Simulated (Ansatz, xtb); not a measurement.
## Isomers of C2H4O+ in order of energy

4 gas-phase structures of C2H4O+, found in a search over its isomers (lower ones may exist). Each was relaxed with GFN2-xTB:

A. the doublet with the links of `[CH2]O[CH2+]`
B. a doublet given by its coordinates
C. the doublet with the links of `[H]/[O+]=[C]\C`
D. a doublet given by its coordinates

B (Å):

```xyz
7

C    -1.3305   -1.3042    1.8217
C    -0.8119   -0.1637    1.1989
O    -0.4082   -0.2422   -0.0100
H    -1.6924   -1.2705    2.8400
H    -1.3779   -2.2409    1.2777
H    -0.7558    0.7765    1.7531
H    -0.0447    0.5614   -0.4380
```

Close contacts (Å): C1–C2 1.40, C2–O3 1.28, C1–H4 1.08, C1–H5 1.08, C2–H6 1.09, O3–H7 0.98.

D (Å):

| atom | x (Å) | y (Å) | z (Å) |
| --- | --- | --- | --- |
| C | -1.3806 | -0.5651 | 1.6314 |
| C | -0.2895 | -0.4112 | 0.6565 |
| O | 0.4191 | 0.4396 | 0.2908 |
| H | -1.1447 | -1.3394 | 2.3694 |
| H | -1.5290 | 0.4022 | 2.1336 |
| H | -2.3068 | -0.8772 | 1.1361 |
| H | -0.1799 | -1.4509 | 0.1812 |

Close contacts (Å): C1–C2 1.47, C2–O3 1.17, C1–H4 1.10, C1–H5 1.10, C1–H6 1.10, C2–H7 1.15.

Question: Which do you expect lowest at r2SCAN-D4/def2-SVP, and how would the others follow?

Answer: Calculated order at r2SCAN-D4/def2-SVP: B (0.0), D (17.8), C (22.0), A (25.0) kcal/mol.

Energies above the lowest of each column, in kcal/mol; the last columns are at B3LYP-D3(BJ)/def2-SVP geometries and were run for some of them only (a dash: not run or not comparable):

| structure | GFN2-xTB | HF/STO-3G | r2SCAN-D4/def2-SVP | B3LYP-D3(BJ)/def2-SVP | CCSD(T)/def2-TZVP |
| --- | --- | --- | --- | --- | --- |
| B | 0.0 | 0.0 | 0.0 | 0.0 | 0.0 |
| D | 6.0 | 11.5 | 17.8 | 15.1 | 13.8 |
| C | 8.6 | 20.8 | 22.0 | 22.1 | 21.5 |
| A | 11.8 | 14.6 | 25.0 | – | – |

Every level run on B puts it lowest or level with the lowest. Flexible structures stand in one conformer each, not always the lowest. Frequencies (B3LYP-D3(BJ)/def2-SVP) were run for B, C, D alone. Open shells are spin-unrestricted, some with notable spin contamination.

Over these structures GFN2-xTB departs from r2SCAN-D4/def2-SVP by 4.8 kcal/mol on average once a common shift is removed. A GFN2-xTB relaxation took about 0.11 s and the r2SCAN-D4/def2-SVP energy about 3.3 s on a shared host (Ansatz 0.2.0, xtb 6.7.1).
